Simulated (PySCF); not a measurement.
Two species compared at the same levels of theory.

First species: C2H3Cl3O.
Atom-mapped SMILES: `[OH:1][CH2:2][C:3]([Cl:4])([Cl:5])[Cl:6]` (hydrogens: H7 on O1; H8, H9 on C2)

Geometry (PBE0-D3(BJ)/def2-SVP, Å), atoms numbered from 1 in this order:
```xyz
9
C2H3Cl3O angstrom
O     -1.3505   -0.9091   -0.2849
C     -0.7087    0.2499    0.0988
C      0.8121    0.0914    0.1947
Cl     1.4317   -0.3738   -1.4218
Cl     1.5219    1.6426    0.6742
Cl     1.2443   -1.1646    1.3614
H     -0.9971   -1.1737   -1.1443
H     -1.0672    0.5298    1.1012
H     -0.8866    1.1076   -0.5792
```

Second species: C4H7F.
Bonds: C1–C2, C2–C3, C2–C4 (double), C4–F5. Hydrogens: H6, H7, H8 on C1; H9, H10, H11 on C3; H12 on C4.

Levels: wB97X-D/def2-SVPD for dipole moment, HOMO energy, LUMO energy, HOMO–LUMO gap, static isotropic polarisability and electronic spatial extent ⟨r²⟩ about the centre of nuclear charge; TDDFT wB97X-D/def2-SVPD for lowest singlet excitation; TDA wB97X-D/def2-SVPD for lowest triplet excitation (Tamm–Dancoff); ΔSCF wB97X-D/def2-SVPD for vertical ionisation energy; PBE0-D3(BJ)/def2-SVP for rotational constant A and rotational constant C. Geometries: PBE0-D3(BJ)/def2-SVP. Each structure is a single optimised conformer of the isolated species, non-relativistic unless stated; the electronic structure was computed with PySCF and density fitting.

Dipoles, sizes and rotational constants follow the conformer. The torsions of the flexible species, by atom-mapped SMILES:
- `[OH:1][CH2:2][C:3]([Cl:4])([Cl:5])[Cl:6]`: O1–C2–C3–Cl4 60°, H–O1–C2–C3 -59°

Values for the first species:

| Item | Value |
| --- | --- |
| Dipole moment | 1.22 D |
| HOMO energy | -10.76 eV |
| LUMO energy | 0.75 eV |
| HOMO–LUMO gap | 11.51 eV |
| Lowest singlet excitation | 6.59 eV |
| Lowest triplet excitation (Tamm–Dancoff) | 6.01 eV |
| Static isotropic polarisability | 70.9 au |
| Vertical ionisation energy | 11.12 eV |
| Electronic spatial extent ⟨r²⟩ about the centre of nuclear charge | 970 bohr² |
| Rotational constant A | 1.923 GHz |
| Rotational constant C | 1.432 GHz |

(1) Estimate the same properties for the second species, and the change in each.

Results:

(1) 
```tsv
property	first	second	second less first
dipole moment	1.22 D	1.69 D	+0.47 D
HOMO energy	-10.76 eV	-8.76 eV	+2.00 eV
LUMO energy	0.75 eV	2.29 eV	+1.54 eV
HOMO–LUMO gap	11.51 eV	11.05 eV	-0.46 eV
lowest singlet excitation	6.59 eV	6.83 eV	+0.24 eV
lowest triplet excitation (Tamm–Dancoff)	6.01 eV	4.42 eV	-1.59 eV
static isotropic polarisability	70.9 au	51.7 au	-19.2 au
vertical ionisation energy	11.12 eV	9.16 eV	-1.96 eV
electronic spatial extent ⟨r²⟩ about the centre of nuclear charge	970 bohr²	473 bohr²	-497 bohr²
rotational constant A	1.923 GHz	8.450 GHz	+6.527 GHz
rotational constant C	1.432 GHz	2.671 GHz	+1.239 GHz
```

On the first: The principal polarisabilities are 65.2, 72.3 and 75.3 au; their mean is the isotropic value. The ΔSCF ionisation energy exceeds −ε(HOMO) by 0.36 eV with wB97X-D.

On the second: The polarisability is 7.66 Å³ as a volume (1 au = 0.148185 Å³), or 1.29 au for each of the 40 electrons. S1 lies 4.22 eV below the HOMO–LUMO gap; its leading configuration is HOMO→LUMO, weight 0.89.
